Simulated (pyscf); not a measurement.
Single points on ωB97X-D3(BJ)/def2-SVP structures (PySCF, gas phase). MP2 and CC: frozen core, UHF for open shells. ΔMP2 is the change of the MP2 total energy from the triple- to the quadruple-zeta basis.

### Question
Estimate the classical barrier height and the reaction energy of `[OH][GeH]([F])[F]` -> `[F][Ge][F]` [singlet] + `[OH2]` at CCSD(T)/def2-TZVPP + ΔMP2(QZVPP). The step runs on the singlet surface, breaks Ge–O, Ge–H and forms H–O; take the reactant's lowest minimum found as zero.

### Answer
ΔE‡ = 61.0 kcal/mol, ΔE = +20.2 kcal/mol. Zero-point energy shifts the barrier by -2.2 kcal/mol. It is a 1,1-elimination, with an imaginary mode of 1501i cm⁻¹. On the product side the descent ends in an adduct with a Ge–O contact (not fully relaxed), 16.0 kcal/mol under the separated species and 55.7 kcal/mol under the saddle at ωB97X-D3(BJ)/def2-TZVP. What is counted as broken (Ge–O) persists as a longer contact in the product adduct; parting that adduct is a step of its own. This is the saddle that the search found; another between the same sides may lie lower. The CCSD(T) − MP2 part came from Ansatz, without density fitting, on the same reference. The frozen core leaves the outer d or s,p core shells of the metals and heavy elements correlated in the MP2 and CC values, and def2-TZVPP describes them poorly, which can shift differences by a few kcal/mol. Elements up to Kr have no core potential and no relativistic terms here.
